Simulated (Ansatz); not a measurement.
## Ansatz (development build ahead of 0.2.0) run

```yaml
crystal:
  periodic: [false, false, false]
  atoms:
    - { symbol: "N", position_ang: [0.0, 0.0, 0.0] }
    - { symbol: P, position_ang: [0.0, 0.0, 8.0] }
basis:
  gaussian: { orbitals: def2-SVP }
magnetization:
  spin_polarized: true
hamiltonian:
  xc: pbe0
scf:
  omitted_lower_state_checks: [starts, atomic_configurations, cluster_reference, orbital_swaps, given_window_search, neighbouring_geometries, increment]
output:
  forces: true
```

The input is written out in the form of the current development build from the run's settings.

The run gave:

* Converged: yes
* Total energy: -395.42890 hartree
* Spin squared of the determinant: 3.016
* Stability test: minimum

Forces (eV/Å):
| atom | Fx | Fy | Fz |
| --- | --- | --- | --- |
| N1 | 0.000 | 0.000 | 0.000 |
| P2 | 0.000 | 0.000 | 0.000 |

This is not the lowest solution: another run reaches a determinant 1.95 eV lower. Caution: charge can spread falsely over distant fragments; the unrestricted determinant is a mixture of spin states.
